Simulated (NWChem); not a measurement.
System: butadiene (C4H6); SMILES C=CC=C

The following NWChem deck was run.

```
start job
memory heap 200 mb stack 900 mb global 1100 mb
geometry units angstroms noautoz
  C     -0.119212     1.848466     0.000000
  C      0.397413     0.611060     0.000000
  C     -0.397413    -0.611060     0.000000
  C      0.119212    -1.848466     0.000000
  H     -1.194096     2.016359     0.000000
  H      0.511518     2.732292     0.000000
  H      1.480195     0.482158     0.000000
  H     -1.480195    -0.482158     0.000000
  H     -0.511518    -2.732292     0.000000
  H      1.194096    -2.016359     0.000000
end
basis spherical
  * library aug-cc-pvdz
end
dft
  xc xpbe96 cpbe96
  iterations 150
end
tddft
  cis
  nroots 6
  notriplet
end
task tddft energy
```

Excerpt of the output:

```
             Northwest Computational Chemistry Package (NWChem) 7.3.0
             --------------------------------------------------------

 C2H symmetry detected

                             Geometry "geometry" -> ""
                             -------------------------

 Output coordinates in angstroms (scale by  1.889725989 to convert to a.u.)

  No.       Tag          Charge          X              Y              Z
 ---- ---------------- ---------- -------------- -------------- --------------
    1 C                    6.0000    -0.11817067     1.84853286     0.00000000
    2 C                    6.0000     0.39775717     0.61083603     0.00000000
    3 C                    6.0000    -0.39775717    -0.61083603     0.00000000
    4 C                    6.0000     0.11817067    -1.84853286     0.00000000
    5 H                    1.0000    -1.19295992     2.01703136     0.00000000
    6 H                    1.0000     0.51305712     2.73200341     0.00000000
    7 H                    1.0000     1.48046638     0.48132408     0.00000000
    8 H                    1.0000    -1.48046638    -0.48132408     0.00000000
    9 H                    1.0000    -0.51305712    -2.73200341     0.00000000
   10 H                    1.0000     1.19295992    -2.01703136     0.00000000

 Effective nuclear repulsion energy (a.u.)     103.5293021587

      Symmetry information
      --------------------

 Group name             C2h
 Group number             21
 Group order               4
 No. of unique centers     5

  pbe96 is a nonlocal functional; adding pw91lda local functional.

                                 NWChem DFT Module
                                 -----------------

 Summary of "ao basis" -> "ao basis" (spherical)
 ------------------------------------------------------------------------------
       Tag                 Description            Shells   Functions and Types
 ---------------- ------------------------------  ------  ---------------------
 C                        aug-cc-pvdz                9       23   4s3p2d
 H                        aug-cc-pvdz                5        9   3s2p

      Symmetry analysis of basis
      --------------------------

        ag         53
        au         20
        bg         20
        bu         53

[...]

                                NWChem TDDFT Module
                                -------------------

            General Information
            -------------------
           No. of orbitals :     292
            Alpha orbitals :     146
             Beta orbitals :     146
        Alpha frozen cores :       0
         Beta frozen cores :       0
     Alpha frozen virtuals :       0
      Beta frozen virtuals :       0
         Spin multiplicity :       1
    Number of AO functions :     146
        Use of symmetry is : off
      Symmetry adaption is : on
         Schwarz screening :  0.10D-07

              XC Information
              --------------
   PerdewBurkeErnzerhof Exchange Functional   1.00
     Perdew 1991 LDA Correlation Functional   1.00 local
    PerdewBurkeErnz. Correlation Functional   1.00 non-local

             TDDFT Information
             -----------------
          Calculation type : Tamm-Dancoff TDDFT
         Wavefunction type : Restricted singlets
          No. of electrons :      30
           Alpha electrons :      15
            Beta electrons :      15
              No. of roots :       6
          Max subspacesize :    5200
            Max iterations :     100
               Target root :       1
           Target symmetry : none
      Symmetry restriction : off
                 Algorithm : Optimal
        Davidson threshold :  0.10D-03

    6 smallest eigenvalue differences (eV)
--------------------------------------------------------
  No. Spin  Occ  Vir  Irrep   E(Occ)    E(Vir)   E(Diff)
--------------------------------------------------------
    1    1   15   16 bu       -0.215    -0.070     3.946
    2    1   15   17 bg       -0.215    -0.009     5.594
    3    1   15   18 au       -0.215    -0.000     5.829
    4    1   15   19 au       -0.215     0.001     5.872
    5    1   15   20 ag       -0.215     0.008     6.061
    6    1   14   16 ag       -0.296    -0.070     6.166
--------------------------------------------------------

  Entering Davidson iterations
  Restricted singlet excited states

  Iter   NTrls   NConv    DeltaV     DeltaE      Time
  ----  ------  ------  ---------  ---------  ---------
    1      6       0     0.26E+00   0.10+100        7.1
    2     12       0     0.20E+00   0.85E-01        6.8
    3     18       0     0.67E-01   0.41E-01        6.8
    4     24       3     0.16E-01   0.84E-02        6.8
    5     27       4     0.18E-02   0.33E-03        4.8
    6     29       5     0.39E-03   0.33E-05        4.1
    7     30       6     0.65E-04   0.13E-06        3.6
  ----  ------  ------  ---------  ---------  ---------
  Convergence criterion met

  Ground state ag       -155.788047869935 a.u.

  ----------------------------------------------------------------------------
  Root   1 singlet bg             0.204821130 a.u.                5.5735 eV
  ----------------------------------------------------------------------------
     Transition Moments    X -0.00000   Y  0.00000   Z -0.00000
     Dipole Oscillator Strength                    0.0000000000
     Electric Quadrupole                           0.0000002925
     Magnetic Dipole                               0.0000006690
     Total Oscillator Strength                     0.0000009615

[...]
```

Level: PBE/aug-cc-pVDZ, TDA. Coordinates come from a B3LYP/6-31G* (spherical d) optimisation.
